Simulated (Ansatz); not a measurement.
**C₅H₆: one species, many methods**

An exercise on one series of results from a longer session: the logs are not shown, and one member is left open.

Method: functionals in def2-TZVPP, the program's frozen cores in correlated methods; program: Ansatz 0.2.0, Gaussian basis.

Levels to be run: LDA (SPW92), PBE-D4, revPBE-D4, BLYP-D4, r2SCAN-D4, B97M-V, PBE0-D4, B3LYP-D4, r2SCANh-D4, r2SCAN0-D4, HSE06-D4, BHLYP-D4, CAM-B3LYP-D4, LC-ωPBE, ωB97X-V, ωB97M-V, B2PLYP, PBE-QIDH; CCSD(T)/def2-SVP; CCSD(T)/def2-TZVPP; MP2/def2-QZVPP; extrapolation to the limit; RPA on PBE.

## Structure used throughout

The geometry comes from an earlier relaxation with PBE0-D4 in a triple-zeta def2 set; it is a stationary point, not always the lowest conformer.

SMILES `C#CC(=C)C`, 11 atoms, charge 0, spin multiplicity 1.

Atoms are counted from 1 here; the program's logs count them from 0.

Bond lengths: C1–C2 1.203 Å, C1–H6 1.064 Å, C2–C3 1.426 Å, C3–C4 1.335 Å, C3–C5 1.500 Å, C4–H7 1.084 Å, C4–H8 1.082 Å, C5–H9 1.093 Å, C5–H10 1.093 Å, C5–H11 1.090 Å. Angles: C2–C1–H6 179.2°, C1–C2–C3 177.6°, C2–C3–C4 120.8°, C2–C3–C5 116.1°, C4–C3–C5 123.1°, C3–C4–H7 120.7°, C3–C4–H8 121.4°, H7–C4–H8 117.9°, C3–C5–H9 110.6°, C3–C5–H10 110.6°, C3–C5–H11 110.8°, H9–C5–H10 107.0°, H9–C5–H11 108.9°, H10–C5–H11 108.9°.

Set-up of the first run:

in.yaml

```yaml
crystal:
  periodic: [false, false, false]
  atoms:
    - {symbol: C, position_ang: [-1.345142, 1.765561, 1.023631]}
    - {symbol: C, position_ang: [-0.786676, 0.835975, 0.502892]}
    - {symbol: C, position_ang: [-0.073024, -0.237896, -0.105510]}
    - {symbol: C, position_ang: [-0.718423, -1.309462, -0.570927]}
    - {symbol: C, position_ang: [1.416466, -0.080246, -0.182851]}
    - {symbol: H, position_ang: [-1.852865, 2.580675, 1.482134]}
    - {symbol: H, position_ang: [-0.174863, -2.125254, -1.033150]}
    - {symbol: H, position_ang: [-1.795314, -1.393767, -0.500637]}
    - {symbol: H, position_ang: [1.842565, 0.040206, 0.816456]}
    - {symbol: H, position_ang: [1.678716, 0.815046, -0.752410]}
    - {symbol: H, position_ang: [1.874060, -0.947840, -0.659128]}
basis:
  gaussian: {orbitals: def2-TZVPP}
hamiltonian: {xc: lda}
output: {orbitals: {seedname: orbitals}}
```

Started as:

```console
$ ansatz run in.yaml --threads 2 --pin off --events-out ev --progress --plain --max-ram 4352MiB
```

Steps of the session up to this table: LDA; PBE-D4 (GGA); revPBE-D4 (GGA); BLYP-D4 (GGA); r2SCAN-D4 (meta-GGA); B97M-V (meta-GGA); PBE0-D4 (hybrid); B3LYP-D4 (hybrid); r2SCANh-D4 (hybrid); r2SCAN0-D4 (hybrid); HSE06-D4 (hybrid); BHLYP-D4 (hybrid); CAM-B3LYP-D4 (range-separated); LC-ωPBE (range-separated); ωB97X-V (range-separated); ωB97M-V (range-separated); B2PLYP (double hybrid); PBE-QIDH (double hybrid).

One table of the session follows, with a row left open; its other results are not shown here.

It belongs to the step «Orbital energies across the functionals». 

| functional | HOMO (eV) | gap (eV) |
| --- | --- | --- |
| LDA (SPW92) | -6.14 | 4.23 |
| PBE-D4 | -5.96 | 4.27 |
| revPBE-D4 | -5.89 | 4.28 |
| BLYP-D4 | -5.79 | 4.24 |
| r2SCAN-D4 | -6.12 | 4.62 |
| B97M-V | -6.10 | 4.69 |
| PBE0-D4 | -7.00 | 6.25 |
| B3LYP-D4 | -6.78 | 5.82 |
| r2SCANh-D4 | -6.52 | 5.36 |
| r2SCAN0-D4 | -7.12 | 6.47 |
| HSE06-D4 | -6.61 | 5.48 |
| BHLYP-D4 | -7.88 | 8.21 |
| CAM-B3LYP-D4 | -8.26 | 8.62 |
| LC-ωPBE | -9.61 | 11.09 |
| ωB97X-V | -9.22 | 10.64 |
| ωB97M-V | ? | ? |

Estimate the missing values for ωB97M-V.

As computed: HOMO (eV): -9.12; gap (eV): 10.44. In the column «HOMO (eV)» it lies between ωB97X-V (-9.22) and CAM-B3LYP-D4 (-8.26).
